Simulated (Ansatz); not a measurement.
This geometry of CH5AlN (8 atoms, charge -1, multiplicity 1) is a first-order saddle point.

All numbers below come from RKS PBE/def2-SVP (Ansatz).

```xyz
8
Properties=species:S:1:pos:R:3
C -0.463 0.900 -1.221
Al -0.220 0.332 0.525
N 0.672 -1.249 1.082
H -0.114 0.365 -2.131
H -0.995 1.839 -1.485
H -0.766 1.177 1.825
H 1.641 -1.272 0.732
H 0.245 -2.093 0.673
```

Which two structures does it join? (They come from a converged band through this point; their orientation in space is the band's.)

No bond is made or broken. The dihedral H6–Al2–N3–H8 goes from -171 to 47°. The two ends are copies of one structure, up to a mirror image or an exchange of like atoms.

Initial state:

```xyz
8
Properties=species:S:1:pos:R:3
C -0.786 0.806 -1.221
Al -0.101 0.358 0.438
N 0.678 -1.274 0.934
H -0.810 0.150 -2.117
H -1.337 1.753 -1.400
H -0.056 1.348 1.753
H 1.568 -1.198 1.443
H 0.845 -1.943 0.170
```

Final state:

```xyz
8
Properties=species:S:1:pos:R:3
C -0.667 0.877 -1.241
Al -0.136 0.339 0.449
N 1.030 -1.068 0.867
H -0.349 0.418 -2.201
H -1.263 1.798 -1.415
H -0.637 1.008 1.867
H 1.322 -1.659 0.077
H 0.700 -1.714 1.597
```

How far does it lie above each of them?

1.3 kcal/mol above the first and 1.3 kcal/mol above the second. This is the barrier of this one path; another mechanism may lie lower. Limits of this set-up: an anion without diffuse functions, the dipole of an ion depends on the origin.

The run took 100 s on 1 thread of Arm Neoverse V1, with other jobs on the host, peak memory 0.12 GiB.
